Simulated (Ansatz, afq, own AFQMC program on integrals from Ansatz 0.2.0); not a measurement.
BNH₄, singlet in 6-31G, levels against CCSDT(Q)

```xyz
6

B     0.0000    0.0000    0.6794
N     0.0000    0.0000   -0.5476
H     0.0000    1.0469    1.2598
H     0.0000   -1.0469    1.2598
H     0.0000    0.8414   -1.0988
H     0.0000   -0.8414   -1.0988
```

Connectivity, by distances: BH2–NH2.

Basis 6-31G. Only valence electrons are correlated. Ansatz 0.2.0 and our own AFQMC program on the same integrals; the CISD trial comes from CCSD amplitudes, and released means the phaseless constraint is let go. Uncertainties: one standard error, sampling alone.

Determinant: RHF, the one that the program's search chose, which needn't be the lowest solution. The geometry is a point of a scan.

No full CI on the walks' own integrals is used here; CCSDT(Q) serves as the reference and is uncertain by about the last step of the cluster series.

- T1 diagnostic: 0.0131
- weight of the determinant in the CISD state: 0.921
- size of the correlated space: 12 electrons in 24 orbitals

Reference: CCSDT(Q), correlation energy -5.125 eV. The released energy is read at 2.40 1/Eh (meV from the phaseless value at times in 1/Eh: -4 ± 6 at 0.24, -6 ± 6 at 0.51, -7 ± 5 at 0.99, -2 ± 6 at 1.62, 2 ± 7 at 2.40).

| level | E − E(reference) (meV) | share of correlation (%) |
| --- | --- | --- |
| HF | 5124.9 | 0.00 |
| MP2 | 705.5 | 86.23 |
| CCSD | 109.4 | 97.87 |
| CCSD(T) | 18.4 | 99.64 |
| CCSDT | 8.2 | 99.84 |
| ph-AFQMC/HF | -86.8 ± 35.8 | 101.69 |
| ph-AFQMC/CISD | -0.3 ± 5.3 | 100.01 |
| released AFQMC | 1.6 ± 6.6 | 99.97 |

A walk keeps the symmetry of its determinant, which the program's search chose and which needn't be the lowest solution, so a lower state of the same spin and another symmetry isn't excluded. Released energies are given only where the last usable release times agree within the noise; a slower fall can still hide under it.
